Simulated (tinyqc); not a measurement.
Worked calculation: CCD on RHF in the sto-6g basis, for HF, spin multiplicity 1. One step of it, computed by the program tinyqc.

Question. CCD: starting amplitudes. t_ij^ab = <ij||ab> / (e_i + e_j - e_a - e_b), whose energy is MP2.

orbital energies (hartree): MO1 -26.255560, MO2 -1.441278, MO3 -0.528970, MO4 -0.471236, MO5 -0.471236, MO6 0.432186

Two-electron integrals over orbitals (pq|rs), unique and non-zero (hartree):
```
p,q,r,s,(pq|rs)
1,1,1,1,5.382012
2,1,1,1,-0.529557
2,1,2,1,0.084017
2,2,1,1,1.241877
2,2,2,1,-0.023357
2,2,2,2,0.869511
3,1,1,1,0.124219
3,1,2,1,-0.018871
3,1,2,2,0.008758
3,1,3,1,0.019872
3,2,1,1,-0.135191
3,2,2,1,0.006674
3,2,2,2,-0.040825
3,2,3,1,0.020703
3,2,3,2,0.144661
3,3,1,1,0.930821
3,3,2,1,-0.008840
3,3,2,2,0.719044
3,3,3,1,-0.003342
3,3,3,2,-0.024882
3,3,3,3,0.708247
4,1,4,1,0.030366
4,2,4,1,0.039748
4,2,4,2,0.187258
4,3,4,1,-0.008437
4,3,4,2,-0.032842
4,3,4,3,0.039223
4,4,1,1,1.265983
4,4,2,1,-0.014051
4,4,2,2,0.892252
4,4,3,1,0.003167
4,4,3,2,-0.071587
4,4,3,3,0.707105
4,4,4,4,0.998085
5,1,5,1,0.030366
5,2,5,1,0.039748
5,2,5,2,0.187258
5,3,5,1,-0.008437
5,3,5,2,-0.032842
5,3,5,3,0.039223
5,4,5,4,0.053789
5,5,1,1,1.265983
5,5,2,1,-0.014051
5,5,2,2,0.892252
5,5,3,1,0.003167
5,5,3,2,-0.071587
5,5,3,3,0.707105
5,5,4,4,0.890506
5,5,5,5,0.998085
6,1,1,1,0.132826
6,1,2,1,-0.022287
6,1,2,2,0.002578
6,1,3,1,-0.011187
6,1,3,2,-0.024064
6,1,3,3,0.007721
6,1,4,4,0.003365
6,1,5,5,0.003365
6,1,6,1,0.022700
6,2,1,1,-0.191322
6,2,2,1,0.005122
6,2,2,2,-0.102754
6,2,3,1,-0.020130
6,2,3,2,-0.067461
6,2,3,3,-0.027235
6,2,4,4,-0.100400
6,2,5,5,-0.100400
6,2,6,1,0.017834
6,2,6,2,0.092217
6,3,1,1,-0.399025
6,3,2,1,0.006253
6,3,2,2,-0.213916
6,3,3,1,0.001845
6,3,3,2,0.087286
6,3,3,3,-0.104408
6,3,4,4,-0.228614
6,3,5,5,-0.228614
6,3,6,1,-0.005071
6,3,6,2,0.044539
6,3,6,3,0.212524
6,4,4,1,-0.008277
6,4,4,2,-0.033316
6,4,4,3,-0.020117
6,4,6,4,0.029616
6,5,5,1,-0.008277
6,5,5,2,-0.033316
6,5,5,3,-0.020117
6,5,6,5,0.029616
6,6,1,1,0.857345
6,6,2,1,-0.008751
6,6,2,2,0.654073
6,6,3,1,0.012093
6,6,3,2,0.055345
6,6,3,3,0.659991
6,6,4,4,0.633695
6,6,5,5,0.633695
6,6,6,1,-0.008232
6,6,6,2,-0.059602
6,6,6,3,-0.019547
6,6,6,6,0.693684
```

Give: Starting amplitudes; correlation energy.

Answer.

Starting amplitudes (spin orbitals 1a, 1b, ...; amplitudes related by a flip of all spins are not repeated):
```
from,to,t
3a 3b,6a 6b,-0.111
2a 2b,6a 6b,-0.025
4a 4b,6a 6b,-0.016
5a 5b,6a 6b,-0.016
2a 3b,6a 6b,-0.016
1a 2b,6a 6b,-6.24e-04
1a 1b,6a 6b,-4.25e-04
1a 3b,6a 6b,1.83e-04
```

correlation energy = -0.02817 hartree
